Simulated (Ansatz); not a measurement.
## C3H4FO2 (charge -1), SMILES O=C([O-])CCF: harmonic frequencies at the relaxed geometry, step by step

Computed with Ansatz's Python interface.

At the Python prompt:
```pycon
>>> from dataclasses import dataclass
>>> import itertools
>>> import warnings
>>> import ansatz as az
>>> from ase.data import atomic_numbers, covalent_radii
>>> import numpy as np
>>> @dataclass(frozen=True)
... class Settings:
...     basis_set: str = 'cc-pVDZ'
...     xc: str = 'PBE'
...     dispersion: str = 'd4'
...     net_charge: int = -1
...
>>> settings = Settings()
>>> warnings.simplefilter('ignore', az.DeckWarning)
>>> geometry_ang = [
...     ('O', [1.6034, -0.2799, 1.1189]),
...     ('C', [1.4305, -0.0588, -0.111]),
...     ('O', [2.2919, 0.0524, -1.0294]),
...     ('C', [-0.0059, 0.1003, -0.5811]),
...     ('C', [-0.9758, -0.0436, 0.5621]),
...     ('F', [-2.246, 0.1085, 0.0799]),
...     ('H', [-0.2238, -0.6504, -1.349]),
...     ('H', [-0.1294, 1.0827, -1.0507]),
...     ('H', [-0.8247, 0.7206, 1.3309]),
...     ('H', [-0.9202, -1.0318, 1.0293]),
... ]
>>> geometry = az.Crystal.molecule()
>>> for symbol, xyz in geometry_ang:
...     geometry = geometry.atom(symbol, xyz)
...
>>> calc = (
...     geometry.calculation()
...     .basis(gaussian=settings.basis_set)
...     .functional(settings.xc, dispersion=settings.dispersion)
...     .charge(settings.net_charge)
... )
>>> symbols = [site.symbol for site in geometry.cartesian_sites]
>>> start = np.array([site.position_ang for site in geometry.cartesian_sites], dtype=float)
>>> report = calc.relax(force_tolerance=0.003).run(threads=1, backend='cpu').report
>>> end = np.array(report['positions_ang'])
>>> radius = [covalent_radii[atomic_numbers[s]] for s in symbols]
>>> span = lambda where, i, j: np.linalg.norm(where[i] - where[j])
>>> bonded = [(i, j) for i, j in itertools.combinations(range(len(symbols)), 2) if min(span(start, i, j), span(end, i, j)) < 1.2 * (radius[i] + radius[j])]
>>> print('pair        before    after (A)')
pair        before    after (A)
>>> for i, j in bonded:
...     print(f'{symbols[i]}{i}-{symbols[j]}{j}'.ljust(10), f'{span(start, i, j):8.4f} {span(end, i, j):8.4f}')
...
O0-C1        1.2615   1.2702
C1-O2        1.2641   1.2582
C1-C3        1.5197   1.5914
C3-C4        1.5061   1.5093
C3-H6        1.0958   1.1129
C3-H7        1.0958   1.1129
C4-F5        1.3671   1.4366
C4-H8        1.0945   1.1108
C4-H9        1.0945   1.1108
>>> for first, second in list(itertools.combinations(bonded, 2)):
...     shared = set(first) & set(second)
...     if shared and symbols[(j := shared.pop())] != 'H':
...         i, k = sorted((set(first) | set(second)) - {j})
...         u, v = end[i] - end[j], end[k] - end[j]
...         angle = np.degrees(np.arccos(np.clip(u @ v / np.linalg.norm(u) / np.linalg.norm(v), -1, 1)))
...         print(f'final angle {symbols[i]}{i}-{symbols[j]}{j}-{symbols[k]}{k}: {angle:.2f} deg')
...
final angle O0-C1-O2: 130.33 deg
final angle O0-C1-C3: 114.38 deg
final angle O2-C1-C3: 115.29 deg
final angle C1-C3-C4: 111.42 deg
final angle C1-C3-H6: 108.93 deg
final angle C1-C3-H7: 108.92 deg
final angle C4-C3-H6: 110.59 deg
final angle C4-C3-H7: 110.59 deg
final angle C3-C4-F5: 112.72 deg
final angle C3-C4-H8: 110.70 deg
final angle C3-C4-H9: 110.70 deg
final angle H6-C3-H7: 106.24 deg
final angle F5-C4-H8: 107.68 deg
final angle F5-C4-H9: 107.68 deg
final angle H8-C4-H9: 107.15 deg
>>> minimum = az.Crystal.molecule()
>>> for symbol, place in zip(symbols, end):
...     minimum = minimum.atom(symbol, place.tolist())
...
>>> vibrating = (
...     minimum.calculation()
...     .basis(gaussian=settings.basis_set)
...     .functional(settings.xc, dispersion=settings.dispersion)
...     .charge(settings.net_charge)
...     .phonons(temperatures=(298.15, 498.15, 100))
... )
>>> vib = vibrating.run(threads=1, backend='cpu').report['vibrations']
RunWarning: phonons: modes at or below zero, which the zero-point energy, F, S and C_V leave out: 1, the lowest at -27.57 cm⁻¹. A minimum has none, and a first-order saddle one
>>> sums = vib['harmonic_sums']
>>> modes = [m['omega_inv_cm'] for m in sums['modes_at_gamma'] if m['rigid_motion'] == 'no']
>>> for number, w in enumerate(modes, start=1):
...     print(f'mode {number:2d} {w:9.1f} 1/cm {w / 8065.544 * 1000:8.2f} meV')
...
mode  1     -27.6 1/cm    -3.42 meV
mode  2     111.0 1/cm    13.76 meV
mode  3     190.1 1/cm    23.58 meV
mode  4     328.6 1/cm    40.74 meV
mode  5     442.1 1/cm    54.82 meV
mode  6     565.4 1/cm    70.11 meV
mode  7     654.6 1/cm    81.16 meV
mode  8     774.3 1/cm    96.00 meV
mode  9     826.0 1/cm   102.41 meV
mode 10     912.5 1/cm   113.13 meV
mode 11     988.3 1/cm   122.53 meV
mode 12    1073.8 1/cm   133.13 meV
mode 13    1117.3 1/cm   138.53 meV
mode 14    1142.5 1/cm   141.65 meV
mode 15    1227.4 1/cm   152.18 meV
mode 16    1273.7 1/cm   157.92 meV
mode 17    1319.6 1/cm   163.61 meV
mode 18    1393.7 1/cm   172.80 meV
mode 19    1416.1 1/cm   175.58 meV
mode 20    1702.9 1/cm   211.14 meV
mode 21    2948.1 1/cm   365.51 meV
mode 22    2971.3 1/cm   368.39 meV
mode 23    2987.9 1/cm   370.45 meV
mode 24    3025.2 1/cm   375.07 meV
>>> print('imaginary modes:', sum(w < 0 for w in modes), ' zero-point energy:', round(sums['zero_point_energy_ev'], 4), 'eV')
imaginary modes: 1  zero-point energy: 1.8221 eV
>>> print('T (K)   F_vib (eV)   S_vib (meV/K)   C_vib (meV/K)')
T (K)   F_vib (eV)   S_vib (meV/K)   C_vib (meV/K)
>>> for row in zip(sums['temperatures_k'], sums['vibrational_free_energy_ev'], vib['entropy_ev_per_k'], vib['heat_capacity_ev_per_k']):
...     print(f'{row[0]:6.1f} {row[1]:11.4f} {1000 * row[2]:13.4f} {1000 * row[3]:15.4f}')
...
 298.1      1.7722        0.4078          0.5437
 398.1      1.7221        0.5955          0.7611
 498.1      1.6529        0.7868          0.9473
```

Notes:
- Warnings are shown shortened and without file and line.
- The frequencies are harmonic and unscaled, in a modest basis.
- The result belongs to the one conformer reached from this start, and soft torsions count as harmonic oscillators.
- Anions want diffuse functions, which this basis lacks.
- The script silences the warnings on its input, which a real study should read.
- Run time: 2.1 min on 1 thread of Arm Neoverse V2, on a shared host, peak memory 0.23 GiB.
